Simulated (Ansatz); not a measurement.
The cluster Si2Cl. The state is a quartet with charge 0. Geometry r2SCAN-D4/def2-TZVP; atoms count from 1.

```
atom    x (Å)    y (Å)    z (Å)
 Si1  -0.7514   0.1296  -0.3088
 Si2   0.3277   1.2699   1.4033
 Cl3   0.4237  -1.3994  -1.0945
```

At PBE0-D4/def2-TZVP a doublet of charge 0 lies 0.11 eV below the quartet, each at its own geometry. The structure comes from a short search, and lower isomers may exist.

**Question.** Estimate the Mulliken populations from the PBE0/def2-TZVP orbitals of Ansatz.

**Answer.** 
| atom | charge (e) | spin (α − β) |
| --- | --- | --- |
| Si1 | 0.24 | 1.05 |
| Si2 | -0.04 | 1.83 |
| Cl3 | -0.20 | 0.12 |
Mulliken values and Mayer orders depend strongly on the basis.

**Question.** Where does the spin sit?

**Answer.** Summed by element: Si 2.88, Cl 0.12, of 3 unpaired in all. Largest on single atoms: Si2 1.83, Si1 1.05, Cl3 0.12.

**Question.** And the Mayer bond orders between bonded heavy atoms (over 0.3)?

**Answer.** Si1–Si2 1.50 (2.32 Å); Si1–Cl3 1.16 (2.08 Å).
